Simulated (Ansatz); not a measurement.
# HNOSi: the cost of one run

Method: def2-QZVPP, core rule «outside noble gas», up to 7 orbitals frozen; program: Ansatz 0.2.0, Gaussian basis.

To be run: UHF; ROHF; CCSD(T) on UHF.

2 further runs of the same task are left out: 2 set aside as unsound or not needed.

## Step 1: What is computed

The geometry is a PBE0/def2-TZVP stationary point (not a proven minimum) of the parent state, kept for this charge and spin.

4 atoms, charge 0, spin multiplicity 3.

Atoms are counted from 1 here; the program's logs count them from 0.

Bond lengths: N1–O2 1.335 Å, N1–H4 1.025 Å, O2–Si3 1.558 Å. Angles: O2–N1–H4 102.7°, N1–O2–Si3 169.5°.

## Step 2: UHF

Input file in.yaml:

```yaml
crystal:
  periodic: [false, false, false]
  atoms:
    - {symbol: N, position_ang: [0.000000, -0.143210, 1.718396]}
    - {symbol: O, position_ang: [0.000000, 0.058390, 0.398268]}
    - {symbol: Si, position_ang: [0.000000, 0.009037, -1.158961]}
    - {symbol: H, position_ang: [0.000000, 0.811436, 2.092278]}
basis:
  gaussian: {orbitals: "def2-QZVPP.json"}
magnetization: {spin_polarized: true, initial_magnetization: 2}
hamiltonian: {xc: hf}
output: {orbitals: {seedname: orbitals}}
```

Launch:

```
ansatz run in.yaml --threads 1 --pin off --events-out ev --progress --plain --max-ram 2393MiB
```

What time and memory should one allow on 1 thread of Arm Neoverse V2, shared host?

About 80 s, with a peak of 0.53 GiB.
